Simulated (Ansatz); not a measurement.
α-N2, treated with r²SCAN in Ansatz (plane waves, PAW).

Run with plane-wave cutoff 560 eV, 6×6×6 k mesh, Fermi–Dirac smearing 0.01 eV, scalar-relativistic PAW data made under PBE.

The cell has the measured lattice parameters. Conventional cell: a = 5.6670 Å, b = 5.6670 Å, c = 5.6670 Å, α = 90.00°, β = 90.00°, γ = 90.00°.

```yaml
crystal:
  lattice:
    - [5.66700, 0.00000, 0.00000]
    - [0.00000, 5.66700, 0.00000]
    - [0.00000, 0.00000, 5.66700]
  atoms:
    - { symbol: N, position: [0.94431, 0.55569, 0.44431] }
    - { symbol: N, position: [0.44431, 0.94431, 0.55569] }
    - { symbol: N, position: [0.94431, 0.94431, 0.94431] }
    - { symbol: N, position: [0.05569, 0.05569, 0.05569] }
    - { symbol: N, position: [0.55569, 0.44431, 0.94431] }
    - { symbol: N, position: [0.55569, 0.05569, 0.44431] }
    - { symbol: N, position: [0.44431, 0.55569, 0.05569] }
    - { symbol: N, position: [0.05569, 0.44431, 0.55569] }
```

### Question
List the 26 lowest band energies at Γ above −25 eV (eV, relative to the valence band maximum), grouping those that round alike.

### Answer
At Γ: -19.18, -19.13 (×3), -3.77 (×3), -3.62, -1.61 (×3), -1.43 (×2), -1.26 (×3), -0.83, -0.02 (×3), 8.18 (×3), 9.06 (×3).

Note: cell and atoms aren't relaxed at this level (largest force component 0.04 eV/Å).

Ansatz is an electronic-structure program.
